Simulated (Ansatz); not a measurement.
Process, species as SMILES: F (HF) → [F-] + H+
B3LYP-D3(BJ)/def2-TZVP geometries, fixed; electronic energies without zero-point terms.
Largest species:
```xyz
2

F      0.0000     0.0000    -0.0925
H      0.0000     0.0000     0.8321
```

Basis-set convergence of the deprotonation energy at PBE with Ansatz (a program for electronic structure). Cartesian d functions, on some or all atoms, in 6-31G*, 6-31+G*; all else is spherical. No added dispersion term, no relativity. Functions are those of the species that has most. Reference: the value in aug-cc-pV5Z, 371.50 kcal/mol, itself unsure by roughly 0.23 kcal/mol (its mean distance from aug-pcseg-3, aug-cc-pVQZ, def2-QZVPPD). Deviations are taken from unrounded values.

```tsv
basis	functions	deprotonation energy (kcal/mol)
6-31G*	17	420.46
6-31+G*	21	365.19
cc-pVDZ	19	420.31
aug-cc-pVDZ	32	368.95
def2-SVP	19	419.46
def2-SVPD	31	368.95
pcseg-1	19	402.45
aug-pcseg-1	32	367.77
6-311G**	24	408.97
6-311+G**	28	371.66
def2-TZVP	37	386.33
def2-TZVPD	49	370.19
cc-pVTZ	44	399.08
aug-cc-pVTZ	69	371.33
pcseg-2	44	381.74
aug-pcseg-2	69	371.07
def2-TZVPP	45	387.74
def2-TZVPPD	57	371.09
cc-pVQZ	85	388.75
aug-cc-pVQZ	126	371.63
def2-QZVPP	87	379.07
def2-QZVPPD	99	371.22
pcseg-3	93	374.07
aug-pcseg-3	134	371.23
cc-pV5Z	146	378.91
aug-cc-pV5Z	207	371.50
```

What the diffuse functions change, pair by pair:
- 6-31G* to 6-31+G*: 4 more functions, deviation 48.96 to -6.30 kcal/mol
- cc-pVDZ to aug-cc-pVDZ: 13 more functions, deviation 48.81 to -2.55 kcal/mol
- def2-SVP to def2-SVPD: 12 more functions, deviation 47.97 to -2.54 kcal/mol
- pcseg-1 to aug-pcseg-1: 13 more functions, deviation 30.95 to -3.73 kcal/mol
- 6-311G** to 6-311+G**: 4 more functions, deviation 37.47 to 0.16 kcal/mol
- def2-TZVP to def2-TZVPD: 12 more functions, deviation 14.84 to -1.30 kcal/mol
- cc-pVTZ to aug-cc-pVTZ: 25 more functions, deviation 27.59 to -0.17 kcal/mol
- pcseg-2 to aug-pcseg-2: 25 more functions, deviation 10.25 to -0.42 kcal/mol
- def2-TZVPP to def2-TZVPPD: 12 more functions, deviation 16.25 to -0.41 kcal/mol
- cc-pVQZ to aug-cc-pVQZ: 41 more functions, deviation 17.25 to 0.14 kcal/mol
- def2-QZVPP to def2-QZVPPD: 12 more functions, deviation 7.57 to -0.27 kcal/mol
- pcseg-3 to aug-pcseg-3: 41 more functions, deviation 2.57 to -0.27 kcal/mol
- cc-pV5Z to aug-cc-pV5Z: 61 more functions, deviation 7.41 to 0.00 kcal/mol

Leaving out the reference's own pair, they bring the value nearer the reference by more than 0.23 kcal/mol in 12 of 12 pairs.
